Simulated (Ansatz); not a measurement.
# CHSi: the cost of one run

Computed with Ansatz 0.2.0, Gaussian basis. Level: def2-QZVPP, core rule «outside noble gas», up to 6 orbitals frozen.

Plan: UHF; ROHF; CCSD(T) on UHF.

## Step 1: What is computed

The geometry is a PBE0/def2-TZVP stationary point (not a proven minimum).

3 atoms, charge 0, spin multiplicity 4.

Atoms are counted from 1 here; the program's logs count them from 0.

Bond lengths: Si1–C2 1.840 Å, Si1–H3 1.533 Å. Angles: C2–Si1–H3 97.9°.

## Step 2: UHF

in.yaml

```yaml
crystal:
  periodic: [false, false, false]
  atoms:
    - {symbol: Si, position_ang: [0.000000, -0.083231, 0.527232]}
    - {symbol: C, position_ang: [0.000000, 0.076222, -1.305753]}
    - {symbol: H, position_ang: [0.000000, 1.410897, 0.868536]}
basis:
  gaussian: {orbitals: "def2-QZVPP.json"}
magnetization: {spin_polarized: true, initial_magnetization: 3}
hamiltonian: {xc: hf}
output: {orbitals: {seedname: orbitals}}
```

The run is started by

```
> ansatz run in.yaml --threads 1 --pin off --events-out ev --progress --plain --max-ram 4096MiB --backend cpu
```

What time and memory should one allow on 1 thread of AMD EPYC 7R13, shared host?

About 7.5 s, with a peak of 0.33 GiB.
